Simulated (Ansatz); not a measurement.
The same path of CHO2 (4 atoms, charge 0, multiplicity 2) was run twice with different band settings. Lost on the way: C2–H4. Made: O1–H4.

Method: UKS PBE0-D4/cc-pVDZ (Ansatz 0.2.0).

Relaxed end points:

```xyz
4
Properties=species:S:1:pos:R:3
O -1.160 0.005 0.525
C -0.051 -0.070 0.070
O 1.011 -0.725 0.113
H 0.256 0.730 -0.728
```

```xyz
4
Properties=species:S:1:pos:R:3
O -0.688 0.301 0.063
C 0.529 -0.239 -0.061
O 0.946 -1.181 0.517
H -0.731 1.059 -0.538
```

Common settings: movable images 7; climbing image yes; spring 5.0 eV/Å²; start path through a guess of the saddle point; force threshold 0.05 eV/Å; iteration limit 60; end points relaxed.

| run | optimiser |
| --- | --- |
| 1 | quadratic models (default) |
| 2 | lbfgs |

Question: What does each run give, and how far can it be trusted?

Answer: Run 1: converged after 20 iterations, highest image 1.028 eV above the first end. A vibrational analysis at the climbing image gives one clearly imaginary mode, 1852i cm⁻¹: a first-order saddle point.
Run 2: converged after 20 iterations, highest image 1.028 eV above the first end. Another band between the same ends (7 images) ends at a top of the same energy, where a vibrational analysis finds 1 clearly imaginary mode.
